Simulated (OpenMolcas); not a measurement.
# MgH (SMILES [MgH]): UHF/STO-3G

Aim: a single-point energy of MgH. 

Program for the calculation: OpenMolcas 26.06.

### Step 1. The system as given

The species is MgH (2 atoms), meant as a doublet with charge 0. SMILES: `[MgH]`. The shape comes from GFN2-xTB, which is rough for such elements, and wasn't checked as a minimum.

Bond lengths: Mg1–H2 1.845 Å.

### Step 2. A single-point energy at UHF/STO-3G

step1.input reads:

```
* HMg Hartree-Fock

&GATEWAY
 BasLib = $CurrDir
 Coord
 2
 angstrom
 Mg      -0.786090       0.258090      -0.408270
 H        0.786090      -0.258090       0.408270
 Basis = STO-3G
 Group = NoSym

&SEWARD

&SCF
 UHF
 Spin = 2
 Scramble = 0.25
 PrOrbitals = 1 1
```

The basis set STO-3G is read from a file made from the Basis Set Exchange's data (not shown).

Command:

```bash
$ export MOLCAS_MEM=1860
$ pymolcas step1.input > step1.log
```

**Question.** What will come out? Wanted: total energy; dipole moment; HOMO energy; LUMO energy; ⟨S²⟩.

Answer, from the run:

Level: UHF/STO-3G.

| quantity | value |
| --- | --- |
| total energy | -197.55415 Eh |
| dipole moment | 3.42 D |
| HOMO energy (highest over α and β) | -2.32 eV |
| LUMO energy (lowest over α and β) | 9.50 eV |
| ⟨S²⟩ | 0.771 |
